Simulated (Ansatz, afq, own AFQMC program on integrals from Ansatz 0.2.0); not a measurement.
AFQMC on a folder of integrals that Ansatz 0.2.0 wrote.

```yaml
crystal:
  periodic: [false, false, false]
  atoms:
    - {symbol: In, position_ang: [0.000000, -0.018790, 0.000553]}
    - {symbol: H, position_ang: [0.000000, 2.333049, -0.068435]}
    - {symbol: H, position_ang: [0.000000, -0.144290, -1.663229]}
    - {symbol: H, position_ang: [0.000000, -0.048336, 1.668675]}
basis:
  gaussian: {orbitals: def2-SVP}
total_charge: 1
magnetization: {spin_polarized: true, initial_magnetization: 1}
correlation: {method: ccsd_t, electrons: outside_noble_gas, hamiltonian_folder: ham}
```

```sh
$ ansatz run in.yaml --threads 1 --pin off --events-out ev --progress --plain --max-ram 24576MiB --backend cuda --devices 0, --max-vram 18GiB
```

Options of the walk:

```
--method phaseless --trial hf --walkers 4000 --populations 20 --least-time 40 --time-step 0.005 --steps-per-block 20 --equilibration-blocks 112 --max-blocks 4000 --target-error 0.0007 --factor-cut 1e-05 --start spin_pure --seed 7821 --taylor-order 6
```

Times are imaginary, in 1/Eh. The walk had a cap of 49 s. With eight or more populations the least sampling time is a fifth of least-time, and the error comes from their spread. Filled inner d shells are frozen with the cores. Core potentials past Kr, no spin–orbit coupling.

```
orbitals 32  electrons 3 2  factors 254 of 492
reference energy -190.58875573 Eh
CCSD correlation -0.06349382 Eh in 11 cycles, weight of the determinant in the CISD state 0.9511
energy of the start -190.588775 Eh
 block  time / (1/Eh)  mean weight  energy / Eh
     1     0.100  1.0004  -190.598876
     2     0.200  1.0002  -190.606885
     3     0.300  1.0003  -190.613216
     4     0.400  1.0003  -190.618456
     5     0.500  1.0002  -190.622674
     7     0.700  1.0002  -190.629528
     9     0.900  1.0000  -190.634247
    13     1.300  0.9999  -190.641370
    21     2.100  1.0000  -190.646387
    25     2.500  1.0001  -190.648555
    29     2.900  0.9999  -190.649825
    37     3.700  1.0000  -190.650788
    45     4.500  0.9999  -190.651608
    53     5.300  1.0001  -190.652411
    61     6.100  1.0001  -190.653244
    69     6.900  1.0000  -190.653249
    73     7.300  1.0000  -190.655899
    77     7.700  0.9998  -190.653347
    85     8.500  1.0000  -190.653845
    93     9.300  0.9998  -190.653010
   101    10.100  1.0000  -190.654972
   109    10.900  1.0000  -190.653440
   117    11.700  1.0000  -190.652331
   125    12.500  1.0000  -190.654508
   133    13.300  1.0002  -190.655735
   141    14.100  1.0002  -190.654031
   149    14.900  1.0001  -190.653468
   157    15.700  1.0000  -190.653093
   165    16.500  1.0000  -190.652075
   173    17.300  1.0001  -190.653334
   181    18.100  0.9999  -190.653542
   189    18.900  0.9998  -190.653755
error from the spread of 20 populations
energy -190.653469 +/- 0.000402 Eh
(rows thinned)
```

Estimate how long the walk took on 1 × NVIDIA H100 80GB HBM3 with 2 threads of AMD EPYC 7R13 Processor (Zen 3), on a shared host (the card was shared).

39 s of wall time.

The run passed its tests (sampling time, drift between the halves within three errors, error under three times the target), which doesn't prove that it has relaxed.

Against this walk (error 10.9 meV) on the same determinant: CCSD(T) 14.0 meV higher (within the noise), CCSDT(Q) 5.4 meV higher (within the noise), CCSDTQ 5.2 meV higher (within the noise), full CI 5.2 meV higher (within the noise), a separate phaseless walk with a CISD trial and standard settings 6.5 ± 10.9 meV higher (within the noise). The error is statistical and leaves out the bias of the constraint.

Cautions: constraint bias not in the error; no spin-orbit coupling; inner d shell frozen.

CCSDT and higher add their correlation energy to the determinant of the CCSD(T) run, since their own runs factorise the integrals more tightly (a shift of under 2 meV). A walk keeps the symmetry of its determinant, which the program's search chose and which needn't be the lowest solution, so a lower state of the same spin and another symmetry isn't excluded.
